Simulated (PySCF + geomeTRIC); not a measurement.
Species: CH3, SMILES `[CH3]` (charge 0, multiplicity 2).

Q: Give a relaxed geometry from PySCF + geomeTRIC with BP86-D3(BJ)/def2-SVP.

A: the end point of this relaxation (outside a Z-matrix the atoms follow the SMILES, hydrogens last).
Bond lengths (Å): C1–H2 1.099, C1–H3 1.099, C1–H4 1.099. Bond angles (°): H2–C1–H3 120.0, H2–C1–H4 120.0, H3–C1–H4 120.0.
